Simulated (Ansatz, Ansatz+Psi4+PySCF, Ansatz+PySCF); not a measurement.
```xyz
6

C    -0.9750   -0.6480    0.0000
C     0.0033    0.5061    0.0000
H    -0.4522   -1.6080    0.0000
H    -1.6143   -0.5634    0.8811
H    -1.6143   -0.5634   -0.8811
O     1.1784    0.4488    0.0000
```

Basis set: cc-pVTZ (spherical functions). Left uncorrelated: 3 orbitals. Correlation on ROHF uses semicanonical orbitals with singles. Charge 0, multiplicity 2.

Computed with Ansatz (development build ahead of 0.2.0); each method stands on the lowest determinant of its kind that the runs found.

The atomization energy at this shape (free ground-state atoms in the same class of orbitals less the molecule, no zero-point energy) of doublet C2H3O:

```
      method  atomization energy
ROHF-CCSD(T)     565.47 kcal/mol
    ROHF-MP2     579.60 kcal/mol
     UHF-MP2     578.68 kcal/mol
        ROHF     422.11 kcal/mol
```

What does UHF give?

415.29 kcal/mol.
